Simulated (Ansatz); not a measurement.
Basis-set series for `COC=C=N`. The species carries charge 0 and has multiplicity 1. The structure was optimised at the PBE0-D4/def2-TZVP level. It is one conformer, not always the lowest.

```tsv
functional	basis	functions	energy (Eh)	HOMO (eV)	LUMO (eV)
PBE0-D4	def2-TZVPP	225	-247.03613	-6.35	-0.59
PBE0-D4	def2-QZVPP	435	-247.04981	-6.39	-0.66
ωB97M-V	def2-TZVPP	225	-247.22384	-8.55	1.65
ωB97M-V	def2-QZVPP	435	-247.23687	-8.59	1.48
```

(1) Give the rows for def2-SVP. (Best estimate.)

## Answers

(1) Ansatz gave: 
| functional | basis | functions | energy (Eh) | HOMO (eV) | LUMO (eV) |
| --- | --- | --- | --- | --- | --- |
| PBE0-D4 | def2-SVP | 95 | -246.75286 | -6.17 | -0.37 |
| ωB97M-V | def2-SVP | 95 | -246.92961 | -8.34 | 1.97 |

Positive LUMOs are unbound and depend on the basis.
